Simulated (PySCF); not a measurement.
# Mayer bond orders and bond lengths

Species: C₄H₃S₂ (charge -1).
Numbering: `[S-:1][c:2]1[cH:3][cH:4][cH:5][s:6]1` (hydrogens: H7 on C3; H8 on C4; H9 on C5)

Bond orders from the PBE0/pcSseg-1 density (PySCF). Isolated species at its PBE0-D3(BJ)/def2-SVP geometry, gas phase. The pcSseg-1 basis has no diffuse functions, a weakness for an anion.

Problem. How far do the computed orders between heavy atoms stray from the drawn ones?

Solution. The largest departure is 0.446, at S6–C2 (drawn aromatic, 1.054), counting aromatic bonds as 1.5. Drawn single, order above 1.12: S1–C2 (1.305). The bonds drawn aromatic range from 1.05 to 1.55. The SMILES, with its formal charges, is one Lewis structure only.

Problem. Give the Mayer order of every bond, beside its length.

Solution. 
```csv
bond,drawn as,length (Å),Mayer order
S1–C2,single,1.700,1.305
C2–C3,aromatic,1.398,1.413
C3–C4,aromatic,1.419,1.277
C4–C5,aromatic,1.373,1.551
C5–S6,aromatic,1.736,1.088
S6–C2,aromatic,1.780,1.054
C3–H7,single,1.091,0.983
C4–H8,single,1.095,0.976
C5–H9,single,1.090,0.965
```

Bonds between the same two heavy elements. C–S: lowest S6–C2 (1.054, 1.780 Å), highest S1–C2 (1.305, 1.700 Å). C–C: lowest C3–C4 (1.277, 1.419 Å), highest C4–C5 (1.551, 1.373 Å).

Problem. Sum the orders of all bonds at each heavy atom with more than one neighbour and set the sums beside the valence in the SMILES.

Solution. C2 3.772 (drawn 4), C3 3.673 (drawn 4), C4 3.804 (drawn 4), C5 3.604 (drawn 4), S6 2.142 (drawn 2). Orders between atoms that aren't bonded are not in these sums.

The Mayer order sums products of elements of PS (density times overlap matrix) between the two atoms' basis functions, so it depends on the basis set.
